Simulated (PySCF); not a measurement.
**Spin states of OF⁺**

Unrestricted PBE0; O def2-SVP, F def2-SVP; no relativity (PySCF 2.14). Outer shells of the fragments: O+ 2s2 2p3; F 2s2 2p5.

Followed along the bond (rough minima from three points):

| 2Ms+1 | unpaired | ⟨S²⟩ at the start | R at minimum (Å) | Te (eV) |
| --- | --- | --- | --- | --- |
| 3 | π ↑↑ | 2.01 | 1.21 | 0.00 |
| 1 | π ↑↓ | 1.00 | 1.21 | 0.59 |
| 5 | σ ↑, π ↑↑↑ | 6.01 | none in the scan | ≤ 5.94 |

Solutions found at the starting distance of 1.315 Å, counted from the lowest of them; the search is not exhaustive and high or unbound solutions are not listed, so other states can lie among these:

| 2Ms+1 | unpaired | term | E (eV) | ⟨S²⟩ | ⟨Lz²⟩ | μ (D) |
| --- | --- | --- | --- | --- | --- | --- |
| 3 | π ↑↑ | ³Σ⁻ | 0.00 | 2.01 | 0.00 | -1.16 |
| 1 | π ↑↓ | mixed | 0.61 | 1.00 | 2.01 | -1.05 |
| 1 | none | mixed | 2.32 | 0.00 | 2.00 | -0.79 |
| 3 | π ↑↑ | mixed | 5.21 | 2.00 | 2.00 | 0.63 |
| 3 | σ ↑, π ↑ | ³Π | 6.54 | 2.01 | 1.00 | -0.83 |
| 3 | σ ↑, π ↑ | mixed | 6.84 | 2.43 | 1.01 | -0.87 |
| 1 | σ ↓, π ↑ | mixed | 7.17 | 1.02 | 1.00 | -0.65 |
| 1 | σ ↓, π ↑ | mixed | 7.53 | 1.38 | 1.01 | -0.80 |
| 5 | σ ↑, π ↑↑↑ | ⁵Π | 8.14 | 6.01 | 1.00 | -0.18 |
| 5 | σ ↑↑, π ↑↑ | ⁵Σ⁻ | 9.34 | 6.01 | 0.00 | -1.32 |
| 3 | σ ↑, π ↑↑↓ | mixed | 9.64 | 3.00 | 3.01 | -0.14 |

A term symbol is given only where ⟨S²⟩ and ⟨Lz²⟩ are close to those of a pure state; real π, δ and φ orbitals otherwise mix terms. A positive dipole points towards F; it is taken about the centre of mass and depends on that origin.

Counting both spins, an empty level lies below a filled one in some of these solutions, because spin and occupation are held.
